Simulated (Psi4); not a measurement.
Process, species as SMILES: P (PH3) + H+ → [PH4+]
B3LYP-D3(BJ)/def2-TZVP geometries, fixed; electronic energies without zero-point terms; positive where energy is released.

Basis-set convergence of the proton affinity at PBE with Psi4. All functions are spherical. Density fitting with the program's default auxiliary sets. Psi4's default fitting sets serve the pcseg sets less well. No added dispersion term, no relativity. Functions are those of the species that has most. Reference: the value in aug-cc-pV(Q+d)Z, 190.60 kcal/mol, itself unsure by roughly 0.05 kcal/mol (its mean distance from def2-QZVPPD, def2-QZVPP, cc-pV(Q+d)Z).

| basis | functions | proton affinity (kcal/mol) |
|---|---|---|
| cc-pV(D+d)Z | 43 | 190.23 |
| 6-311G** | 50 | ___ |
| def2-SVPD | 56 | ___ |
| pcseg-2 | 90 | 190.62 |
| def2-TZVPP | 98 | 190.52 |
| jun-cc-pV(T+d)Z | 104 | ___ |
| 6-311++G(3df,3pd) | 119 | ___ |
| aug-pcseg-2 | 142 | 190.30 |
| cc-pV(Q+d)Z | 184 | 190.66 |
| def2-QZVPP | 190 | 190.58 |
| pcseg-3 | 196 | 190.61 |
| def2-QZVPPD | 208 | 190.54 |
| aug-cc-pV(Q+d)Z | 273 | 190.60 |

Task: What belongs in the gaps?

Result: 
- 6-311G**, proton affinity (kcal/mol): 190.47
- def2-SVPD, proton affinity (kcal/mol): 190.02
- jun-cc-pV(T+d)Z, proton affinity (kcal/mol): 190.25
- 6-311++G(3df,3pd), proton affinity (kcal/mol): 190.39
